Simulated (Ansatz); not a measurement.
Rock-salt TiC, relaxed in Ansatz (plane waves) with several semilocal functionals. Each gives its own volume and its own zone-centre TO phonon frequency:

```json
[
 {"level": "LDA", "V0 (Å³/atom)": "9.669", "TO(Γ) frequency (cm⁻¹)": "553.1", "ln V0": "2.2689", "ln ω_TO": "6.3155"},
 {"level": "r²SCAN+rVV10", "V0 (Å³/atom)": "10.083", "TO(Γ) frequency (cm⁻¹)": "517.5", "ln V0": "2.3109", "ln ω_TO": "6.2490"},
 {"level": "PBE", "V0 (Å³/atom)": "10.167", "TO(Γ) frequency (cm⁻¹)": "513.9", "ln V0": "2.3191", "ln ω_TO": "6.2420"},
 {"level": "revPBE", "V0 (Å³/atom)": "10.305", "TO(Γ) frequency (cm⁻¹)": "503.7", "ln V0": "2.3326", "ln ω_TO": "6.2220"},
 {"level": "RPBE", "V0 (Å³/atom)": "10.356", "TO(Γ) frequency (cm⁻¹)": "499.7", "ln V0": "2.3376", "ln ω_TO": "6.2140"},
 {"level": "BLYP", "V0 (Å³/atom)": "10.502", "TO(Γ) frequency (cm⁻¹)": "465.4", "ln V0": "2.3516", "ln ω_TO": "6.1429"}
]
```

### Question
Fit a straight line to ln ω_TO against ln V0. What does it predict for r²SCAN, whose volume is 10.132 Å³/atom?

### Answer
With x = ln V0 and y = ln ω_TO: means 2.32012 and 6.23090; Σ(Δx Δy) = -0.007688, Σ(Δx²) = 0.004162, so the slope is -1.85. At x = 2.3157 the line gives y = 6.23090 + (-1.85) × (2.3157 − 2.32012) = 6.2391, or 512.4 cm⁻¹. The run with r²SCAN gives 510.1 cm⁻¹, -0.4 % from the line. The rows used scatter about it by up to 2.9 %, while the largest value lies 19 % above the smallest.

Ansatz's density-functional and Hartree–Fock values are scalar-relativistic unless marked +SOC, with PAW data made under PBE.

Ansatz is a quantum-chemistry and plane-wave program.
